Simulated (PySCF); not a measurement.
Working out the ionisation energy of N

N [He] 2s2 2p3 (4S) → N⁺ [He] 2s2 2p2 (3P). All numbers are calculated (PySCF 2.14, the spin-free X2C one-electron Hamiltonian (Gaussian nucleus), in Sapporo-DZP-2012 (4s3p1d, 18 functions)). Frozen: 1s2. Energies in hartree (1 hartree = 27.21139 eV):

```
            part   N (lower)  N⁺ (upper)
             UHF  -54.415177  -53.905488
CCSD correlation   -0.095688   -0.081758
             (T)   -0.000825   -0.000866
```

What does Hartree-Fock give?

(-53.905488) − (-54.415177) = 0.509689 hartree = 13.869 eV.

What do CCSD and CCSD(T) give?

The CCSD correlation energies differ by 0.013930 hartree = 0.379 eV and the triples by -0.000041 hartree = -0.001 eV, so CCSD gives 14.248 eV and CCSD(T) 14.247 eV.

Measured between the centres of the two terms (NIST): 14.545 eV, so CCSD(T) (valence) is off by -0.298 eV.

A double-zeta basis recovers only part of the correlation energy.

What remains against the reference includes basis incompleteness, the frozen core and higher excitations.
